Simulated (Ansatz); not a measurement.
Born–Oppenheimer molecular dynamics of C$_{2}$HNO (5 atoms, charge 0, multiplicity 1). It starts from a relaxed structure.

Method: RHF/6-31G* in Ansatz.

- ensemble: NVT, Langevin thermostat
- time step: 0.5 fs
- steps asked: 500
- set temperature: 500 K
- friction: 0.001 /fs
- seed: 568130

Frames 10 fs apart, positions in Å.

Velocities at 95.0 fs (Å/ps):

```
N 1.59 -0.19 -20.23
C 7.03 31.40 12.54
C -0.81 -30.49 -12.05
O -10.47 -4.68 11.65
H 33.62 60.12 4.30
```

```xyz
5
Properties=species:S:1:pos:R:3 time_fs=95.0 energy_less_start_eV=-2.054 T=3375
N 0.449 1.612 0.302
C 0.597 2.183 -0.727
C -0.550 -3.289 0.420
O -0.184 -2.540 -0.326
H 0.428 1.439 1.262
5
Properties=species:S:1:pos:R:3 time_fs=105.0 energy_less_start_eV=-1.633 T=2907
N 0.471 1.622 0.146
C 0.670 2.512 -0.642
C -0.558 -3.582 0.288
O -0.294 -2.606 -0.201
H 0.683 1.844 1.120
5
Properties=species:S:1:pos:R:3 time_fs=115.0 energy_less_start_eV=-1.668 T=2946
N 0.537 1.766 -0.012
C 0.726 2.755 -0.551
C -0.542 -3.821 0.125
O -0.417 -2.722 -0.053
H 0.709 1.644 1.003
5
Properties=species:S:1:pos:R:3 time_fs=125.0 energy_less_start_eV=-2.026 T=3586
N 0.622 1.932 -0.084
C 0.779 3.012 -0.513
C -0.509 -3.988 -0.056
O -0.555 -2.884 0.110
H 0.443 1.025 0.430
5
Properties=species:S:1:pos:R:3 time_fs=135.0 energy_less_start_eV=-1.839 T=3258
N 0.700 2.084 -0.142
C 0.815 3.228 -0.448
C -0.470 -4.080 -0.215
O -0.698 -3.097 0.267
H 0.374 1.283 -0.691
5
Properties=species:S:1:pos:R:3 time_fs=145.0 energy_less_start_eV=-1.635 T=2959
N 0.744 2.257 -0.282
C 0.859 3.403 -0.344
C -0.444 -4.109 -0.339
O -0.821 -3.355 0.399
H 0.579 1.792 -1.135
5
Properties=species:S:1:pos:R:3 time_fs=155.0 energy_less_start_eV=-1.927 T=3199
N 0.789 2.436 -0.490
C 0.910 3.598 -0.191
C -0.442 -4.087 -0.414
O -0.923 -3.650 0.494
H 0.795 1.729 -1.150
5
Properties=species:S:1:pos:R:3 time_fs=165.0 energy_less_start_eV=-2.005 T=3144
N 0.854 2.704 -0.718
C 0.949 3.663 -0.043
C -0.476 -4.044 -0.433
O -1.001 -3.954 0.549
H 0.947 1.719 -0.746
5
Properties=species:S:1:pos:R:3 time_fs=175.0 energy_less_start_eV=-1.621 T=2555
N 0.938 2.984 -0.866
C 0.979 3.701 0.034
C -0.549 -3.990 -0.402
O -1.054 -4.243 0.568
H 0.909 1.972 -0.644
5
Properties=species:S:1:pos:R:3 time_fs=185.0 energy_less_start_eV=-1.686 T=2522
N 1.018 3.229 -0.961
C 1.020 3.780 0.113
C -0.660 -3.947 -0.322
O -1.090 -4.513 0.542
H 0.842 2.203 -1.204
5
Properties=species:S:1:pos:R:3 time_fs=195.0 energy_less_start_eV=-2.100 T=3082
N 1.066 3.427 -0.970
C 1.066 3.842 0.106
C -0.790 -3.938 -0.204
O -1.109 -4.752 0.481
H 0.958 3.141 -1.956
5
Properties=species:S:1:pos:R:3 time_fs=205.0 energy_less_start_eV=-1.809 T=2568
N 1.105 3.617 -1.030
C 1.106 3.898 0.084
C -0.935 -3.966 -0.062
O -1.115 -4.966 0.400
H 1.244 4.202 -1.808
```

Of the whole run (250 fs, mean temperature of the second half 2767 K): The mean temperature of the second half is 453 % above the set value. A run of 0.25 ps of so small a system gives no equilibrium averages. The orbitals stay closed-shell, which can raise the energy where a bond breaks towards radicals; this wasn't checked here.

Run time: 3.8 min on 1 thread of Arm Neoverse V1, with other jobs on the host, peak memory 0.09 GiB.
